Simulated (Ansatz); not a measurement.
## Scan of SiH$_{3}$, doublet

Starting geometry (PBE0/def2-TZVP stationary point for this spin, not checked as a minimum):

```xyz
4

Si    0.0001   -0.0001   -0.0437
H     1.4153    0.0146    0.4091
H    -0.7211    1.2200    0.4030
H    -0.6968   -1.2329    0.4066
```

From there all distances are scaled together; atoms are numbered as listed. Energies are in kJ/mol, counted from the starting geometry at the same level. Kohn–Sham curves are unrestricted where that lies lower.

Basis 6-31G; Ansatz 0.2.0. Correlated methods freeze the noble-gas cores. Prefix R: restricted or restricted open-shell reference; prefix U: unrestricted. Active spaces: valence = (7e, 7o) chosen from the atoms' valence shells.

Unrestricted rows (U, and Kohn–Sham where it breaks symmetry) aren't spin-pure: their determinants' ⟨S²⟩ exceeds S(S+1) by up to 1.94, so they mix in states of higher spin. For open shells CISD and CISDTQ are restricted-active-space CI with the open shells as a complete middle space. Runs in a small pair space aren't shown, since their orbitals change along the scan. A value is left out where its run failed or describes another state than the reference as far as symmetry and spin tell, or, spin-broken singlets apart, can't be checked.

Full CI is exact within this basis and frozen core; it isn't the basis-set limit. The frozen core follows each run's orbitals, which can shift R against U totals by a few meV.

```tsv
scale of all distances	full CI	curve A	curve B	curve C	curve D
0.887	123.8	123.8	110.7	123.6	124.8
1.000	0.0	0.0	0.0	0.0	0.0
1.099	22.8	22.8	33.9	23.2	21.5
1.321	231.4	232.1	271.0	234.3	228.2
1.492	401.5	403.6	472.7	411.7	397.9
1.720	565.0	569.4	659.6	579.0	561.7
1.994	677.4	684.9	762.6	688.9	674.9
2.400	741.8	753.3	815.9	746.1	–
```

Problem. The curves come from B2PLYP, CISDTQ, NEVPT2 (valence space), UCCSD(T). Compare each with full CI and say which is which.

Solution. A: CISDTQ, B: B2PLYP, C: UCCSD(T), D: NEVPT2 (valence space). Spread of the error against full CI, over the points where both stand: A 11.5, B 107.7, C 14.2, D 4.6 kJ/mol. B2PLYP at 2.400 lies 74.1 kJ/mol (10 %) above the reference in this basis. CISDTQ is cut at a fixed excitation level from one determinant, and lies 11.5 kJ/mol too high at 2.400. The program flagged some runs of UCCSD(T) as in doubt.

In so small a basis the reference is far from its limit. A double hybrid takes much of its correlation from a semilocal functional, which needs less basis, so its difference from the reference holds the reference's basis and frozen-core error beside its own. The set has no polarisation functions, which weighs most on the reference.
